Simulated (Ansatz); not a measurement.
ClHSi, SMILES `[SiH]Cl`, relaxed with RKS PBE0-D4/def2-TZVP in the Gaussian-basis code of Ansatz from a PBE-D4/def2-SVP geometry. The force threshold is 0.005 eV/Å; the program also tests the step.

Total charge 0; spin multiplicity 1.

Start:

```xyz
3

Si   -0.816    0.082    0.158
Cl    0.918    1.216   -0.240
H    -0.102   -1.298    0.082
```

Q: By how much does the energy fall, and how many steps does the optimiser take? (Best estimate.)

A: Computed: 0.32 kcal/mol, in 3 steps.

Q: Which bonds change most? (Best estimate.)

A: Ansatz gave: Si1–Cl2 from 2.109 to 2.077 Å; Si1–H3 from 1.556 to 1.529 Å.

Q: Give the relaxed structure. (Best estimate.)

A: Ansatz gave: 
```xyz
3

Si   -0.807    0.080    0.156
Cl    0.904    1.192   -0.236
H    -0.097   -1.272    0.080
```
